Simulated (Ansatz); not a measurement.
# SiH2 (SMILES [H][Si][H]): levels of theory compared

Wanted: a comparison of 6 runs (HSE06/3-21G, wB97M-V/cc-pVDZ, wB97X/cc-pVDZ, RPA@PBE/cc-pVDZ, UMP2/cc-pVDZ, BCCD(T)/cc-pVDZ) of SiH2. 

The results are computed with Ansatz 0.2.0.

61 further runs of the same task are left out: 61 set aside as unsound or not needed.

### Step 1. The molecule

The species is SiH2 (3 atoms), meant as a singlet with charge 0. As SMILES, `[H][Si][H]`. The H3–Si1 distance was set to 3.713 Å, away from the relaxed value. At this shape a bond of the SMILES string is far longer than usual.

Bond lengths: Si1–H2 1.486 Å.

### Step 2. A single-point energy at HSE06/3-21G (run 1)

The input, job.yaml:

```yaml
crystal:
  periodic: [false, false, false]
  atoms:
    - {symbol: Si, position_ang: [1.686188, -0.062654, -2.116653]}
    - {symbol: H, position_ang: [2.791198, -0.074504, -1.123543]}
    - {symbol: H, position_ang: [-1.115450, 0.028170, 0.318290]}
basis:
  gaussian:
    orbitals: 3-21G.json
hamiltonian:
  xc: {name: HSE06}
accuracy: high
```

The basis set 3-21G is read from a file made from the Basis Set Exchange's data (not shown).

On the command line:

```sh
$ ansatz run job.yaml --threads 1 --pin off --max-ram 2610MiB --events-out events.jsonl --progress --plain --runs-dir runs
```

What it wrote:

```text
Warning: RAYON_NUM_THREADS=1 ignored (pool sized by the plan → 1); use --threads N
Functional definition: HSE06
  name "HSE06"
  parameter a = 0.25
  parameter omega = 0.11/bohr
  exchange = pbe_x - a*pbe_x_sr(omega) + a*exact_x_sr(omega)
  correlation = pbe_c
316 factors; integrals over basis functions are off by at most 2.9e-9 eV
66 factors; integrals over basis functions are off by at most 9.3e-10 eV
mean field evaluation 1: about -7853.8104 eV, gradient 1.8e1 eV
mean field evaluation 2: about -7845.1720 eV, gradient 2.6e1 eV
mean field evaluation 4: about -7854.8506 eV, gradient 1.6e1 eV
mean field evaluation 8: about -7854.8449 eV, gradient 1.6e1 eV
mean field evaluation 16: about -7857.8744 eV, gradient 1.1e-6 eV
mean field -7857.87442589 eV, -288.7715588929 hartree, gradient 2.3e-8 eV, S^2 0.000000; 1 other end points of the search recorded, 0 dependent functions left out
reference -7857.87442815 eV, -288.7715589759 hartree; 8, 8 occupied and 9, 9 virtual orbitals, 316 factors
Total energy: -7857.87442815 eV, -288.7715589759 hartree
```

It took 0.81 s on 1 thread of Arm Neoverse V1, shared host.

### Step 3. A single-point energy at wB97M-V/cc-pVDZ (run 2)

The input, molecule.yaml:

```yaml
crystal:
  periodic: [false, false, false]
  atoms:
    - {symbol: Si, position_ang: [1.686188, -0.062654, -2.116653]}
    - {symbol: H, position_ang: [2.791198, -0.074504, -1.123543]}
    - {symbol: H, position_ang: [-1.115450, 0.028170, 0.318290]}
basis:
  gaussian: {orbitals: cc-pVDZ}
magnetization: {spin_polarized: false, initial_magnetization: 0}
hamiltonian: {xc: {name: wB97M-V}}
accuracy: high
```

On the command line:

```sh
$ ansatz run molecule.yaml --threads 1 --pin off --max-ram 2610MiB --events-out events.jsonl --progress --plain --runs-dir runs
```

What it wrote, shortened:

```text
Warning: RAYON_NUM_THREADS=1 ignored (pool sized by the plan → 1); use --threads N
Functional definition: wB97M-V
  name "wB97M-V"
[...]
  gx(w, u) = 1 - cx + cx01*u + cx10*w
  gss(w, u) = css00 + css04*u^4 + css10*w + css20*w^2 + css43*w^4*u^3
  gos(w, u) = cos00 + cos10*w + (cos20 + cos21*u)*w^2 + (cos60 + cos61*u)*w^6
[...]
      + integral(e_c_pw_mod_opposite_spin*gos(b97_w_opposite, b97_u_opposite)) + vv10(b, c)
508 factors; integrals over basis functions are off by at most 2.8e-9 eV
175 factors; integrals over basis functions are off by at most 2.1e-9 eV
[...]
mean field -7902.32776959 eV, -290.4051891422 hartree, gradient 3.7e-8 eV, S^2 0.000000; 1 other end points of the search recorded, 0 dependent functions left out
reference -7902.32777313 eV, -290.4051892723 hartree; 8, 8 occupied and 20, 20 virtual orbitals, 508 factors
Total energy: -7902.32777313 eV, -290.4051892723 hartree
```

Wall time 9.3 s (1 thread of Arm Neoverse V1, shared host); peak memory 0.18 GiB.

Runs 3 to 5 aren't shown in full; the table further down has their settings and results.

### Step 4. The energy at BCCD(T)/cc-pVDZ (run 6)

The input, in.yaml:

```yaml
crystal:
  periodic: [false, false, false]
  atoms:
    - {symbol: Si, position_ang: [1.686188, -0.062654, -2.116653]}
    - {symbol: H, position_ang: [2.791198, -0.074504, -1.123543]}
    - {symbol: H, position_ang: [-1.115450, 0.028170, 0.318290]}
basis:
  gaussian:
    orbitals: cc-pVDZ
correlation:
  method: bccd_t
  frozen_orbitals: {H: 0, Si: 5}
accuracy: high
scf:
  omitted_lower_state_checks: [cluster_reference, increment]
```

On the command line:

```sh
$ ansatz run in.yaml --threads 1 --pin off --max-ram 2610MiB --events-out events.jsonl --progress --plain --runs-dir runs
```

What it wrote:

```text
Warning: RAYON_NUM_THREADS=1 ignored (pool sized by the plan → 1); use --threads N
[... 14 lines left out ...]
5 core orbitals not correlated: weight in the atoms' cores, before any rotation towards them, 1.000 or more for the frozen orbitals, at most 0.000 for the correlated occupied ones
[... 32 lines left out ...]
WARN: these amplitudes may be one of several solutions (largest doubles amplitude 0.68, level shift 4.18 eV)
Total energy: -7891.93889807 eV, -290.0234051559 hartree
Checks for a lower state left out: cluster_reference, increment
```

It took 0.68 s on 1 thread of Arm Neoverse V1, shared host.

### Step 5. Overview of the runs

```tsv
run	level	frozen core orbitals	energy (Eh)	wall time
1	HSE06/3-21G	–	-288.771559	0.81 s
2	wB97M-V/cc-pVDZ	–	-290.405189	9.3 s
3	wB97X/cc-pVDZ	–	-290.414131	3.9 s
4	RPA@PBE/cc-pVDZ	5	-290.078714	1.5 s
5	UMP2/cc-pVDZ	5	-289.993515	0.98 s
6	BCCD(T)/cc-pVDZ	5	-290.023405	0.68 s
```

### Step 6. Results

| quantity | value |
| --- | --- |
| run 6: total energy | -290.02341 Eh |
| run 6: correlation energy (5 core orbitals frozen) | -197.8 mEh |
| run 6: (T) correction | -13.61 mEh |

What this shows: Totals of different functionals can't be ranked against each other. In runs 4, 6 the log says that unrestricted orbitals would lower the reference, so the values rest on an unstable closed-shell determinant (other closed-shell runs at this shape may share the fault). In runs 1, 2, 3, 4 a closed-shell determinant meets a far-stretched bond, which it describes badly. Spin contamination of the reference: run 5 ⟨S²⟩ = 1.00. Where it is this large, the reference is a mixture of spin states, and values that rest on it are in doubt. All runs together took 17 s, the longest 9.3 s.
